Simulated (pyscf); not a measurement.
Thermochemistry of product channels of HO–SiH₂–O–SiH₂–OH on the singlet surface, in kcal/mol, from ωB97M-D3(BJ)/def2-TZVP energies (ideal gas, 1 atm, RRHO with modes under 100 cm⁻¹ raised to 100, one conformer, R ln 2 for chiral ones without a mode under 150 cm⁻¹). PySCF, gas phase, ωB97X-D3(BJ)/def2-SVP geometries.

```csv
products,ΔE,ΔH(298 K),ΔG(600 K),ΔG(1200 K)
HO–SiH(OH)–O–SiH₃,(withheld),-2.6,-5.3,-8.4
cyclic H₄O₃Si₂ (SMILES O[SiH]1O[SiH2]O1) + H₂,(withheld),+1.0,-13.4,-28.0
```

Problem. What belongs in the gaps?

Solution. 
- HO–SiH(OH)–O–SiH₃, ΔE: -2.1
- cyclic H₄O₃Si₂ (SMILES O[SiH]1O[SiH2]O1) + H₂, ΔE: +5.5

These are energies of the channels, which say nothing of barriers.
